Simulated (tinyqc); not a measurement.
Inside a calculation. Method: harmonic frequencies on the unrestricted LDA (VWN5)/sto-3g surface (energies and gradients from PySCF), for LiH, spin multiplicity 3. One step of it, computed by the program tinyqc.

Task: One row of the Hessian: 1Liz. Displace 1Liz by +/-0.005 bohr; H(k, :) = (g(+) - g(-)) / (2 delta).

optimised positions (bohr), order 1Li, 2H:
```
[[0.000000, 0.000000, -0.332370],
 [0.000000, 0.000000, 3.767934]]
```

gradient at +delta (hartree/bohr), order 1Li, 2H:
```
[[0.00000000, 0.00000000, 0.00006566],
 [0.00000000, 0.00000000, -0.00006356]]
```

gradient at -delta (hartree/bohr), order 1Li, 2H:
```
[[0.00000000, 0.00000000, -0.00000741],
 [0.00000000, 0.00000000, 0.00000961]]
```

Give: row of the Hessian.

Result:

row of the Hessian (hartree/bohr^2): [0.00000, 0.00000, 0.00731, 0.00000, 0.00000, -0.00732]
